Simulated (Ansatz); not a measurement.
# CH2N (quartet): from Hartree-Fock to the top rungs, def2-QZVPP

An exercise on one series of results from a longer session: the logs are not shown, and one member is left open.

Computed with Ansatz 0.2.0, Gaussian basis. Level: def2-QZVPP, core rule «outside noble gas», up to 2 orbitals frozen.

The runs, in order: UHF; ROHF; CCSD(T) on UHF.

2 further runs of the same task are left out: 2 set aside as unsound or not needed.

## The geometry

The geometry is a PBE0/def2-TZVP stationary point (not a proven minimum) of the parent state, kept for this charge and spin.

4 atoms, charge 0, spin multiplicity 4.

Atoms are counted from 1 here; the program's logs count them from 0.

Bond lengths: N1–C2 1.237 Å, C2–H3 1.099 Å, C2–H4 1.099 Å. Angles: N1–C2–H3 121.4°, N1–C2–H4 121.4°, H3–C2–H4 117.1°.

Geometry (Å):

```
atom    x (Å)     y (Å)     z (Å)
  N1  0.00000   0.00000   0.66004
  C2  0.00000   0.00000  -0.57676
  H3  0.00000  -0.93735  -1.14969
  H4  0.00000   0.93735  -1.14969
```

The first run:

File in.yaml:

```yaml
crystal:
  periodic: [false, false, false]
  atoms:
    - {symbol: N, position_ang: [0.000000, 0.000000, 0.660040]}
    - {symbol: C, position_ang: [0.000000, 0.000000, -0.576764]}
    - {symbol: H, position_ang: [0.000000, -0.937350, -1.149693]}
    - {symbol: H, position_ang: [0.000000, 0.937349, -1.149693]}
basis:
  gaussian: {orbitals: "def2-QZVPP.json"}
magnetization: {spin_polarized: true, initial_magnetization: 3}
hamiltonian: {xc: hf}
output: {orbitals: {seedname: orbitals}}
```

The run is started by

```bash
$ ansatz run in.yaml --threads 1 --pin off --events-out ev --progress --plain --max-ram 2393MiB
```

Among the steps run: UHF; ROHF; CCSD(T) on UHF.

One of the session's tables, all rows but one given; the rest of the session is left out.

| method | from UCCSD(T) (kJ/mol) |
| --- | --- |
| ROHF | ? |
| UHF | +852.7 |
| UMP2 | +101.6 |
| UCCSD | +26.9 |
| UCCSD(T) | 0 |

**Question.** Estimate the row for ROHF.

As computed: from UCCSD(T) (kJ/mol): +882.3. In the column «from UCCSD(T) (kJ/mol)» it is the highest.
